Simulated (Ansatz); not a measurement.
## B, alpha-rhombohedral (B12): geometry optimisation

Theory: Ansatz 0.2.0, DFT, BLYP, plane waves (420 eV) with PAW, scalar-relativistic. The PAW files were generated under PBE, with cores re-solved for the functional.

k-point mesh 4×4×4, Fermi-Dirac smearing 0.05 eV, no spin polarisation. Cell and atoms relax.

Starting structure:

```yaml
crystal:
  lattice:
    - [2.4540015844, 1.4168184754, 4.189]
    - [-2.4540015844, 1.4168184754, 4.189]
    - [0.0, -2.8336369507, 4.189]
  atoms:
    - { symbol: B, position: [0.0104, 0.6573, 0.0104] }
    - { symbol: B, position: [0.0104, 0.0104, 0.6573] }
    - { symbol: B, position: [0.6573, 0.0104, 0.0104] }
    - { symbol: B, position: [0.9896, 0.3427, 0.9896] }
    - { symbol: B, position: [0.3427, 0.9896, 0.9896] }
    - { symbol: B, position: [0.9896, 0.9896, 0.3427] }
    - { symbol: B, position: [0.2206, 0.6323, 0.2206] }
    - { symbol: B, position: [0.2206, 0.2206, 0.6323] }
    - { symbol: B, position: [0.6323, 0.2206, 0.2206] }
    - { symbol: B, position: [0.7794, 0.3677, 0.7794] }
    - { symbol: B, position: [0.3677, 0.7794, 0.7794] }
    - { symbol: B, position: [0.7794, 0.7794, 0.3677] }
hamiltonian:
  xc: blyp
  pseudopotentials:
    kind: paw
    azcp:
      B: "pseudopotentials/B.paw.azcp"
basis:
  ecutwfc: 420
  fft_grid_basis: typed
kpoints:
  mp_grid: { grid: [4, 4, 4], shift: [0, 0, 0] }
magnetization:
  spin_polarized: false
scf:
  occupations: { method: fermi_dirac, width: 0.05 }
relax:
  max_steps: 60
  f_tol: 0.01
  cell: {}
```

Q: The pressure at the start is 3.1 GPa. By how much does the volume change?

A: From 7.28 to 7.39 Å³ per atom, 1.5 %. The final cell has a = 4.941 Å, c = 12.590 Å (c/a = 2.548).

Q: How much energy does the relaxation gain?

A: 5.7 meV per atom.
